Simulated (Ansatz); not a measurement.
# Zinc-blende CdTe: LA phonon frequency at L by level of theory

No measured value is used here.

```
level (code)     value (cm⁻¹)  cell (Å³/atom)
---------------  ------------  --------------
LDA (Ansatz)              110           32.90
PBE (Ansatz)              103           36.22
r²SCAN (Ansatz)             ?           35.25
```

**Question.** Complete the blanks.

**Answer.** 
- r²SCAN (Ansatz, an electronic-structure program), value (cm⁻¹): 107

Each level is taken at its own relaxed cell. Cutoffs differ between the levels. Ansatz's density-functional and Hartree–Fock values are scalar-relativistic unless marked +SOC, with PAW data made under PBE.
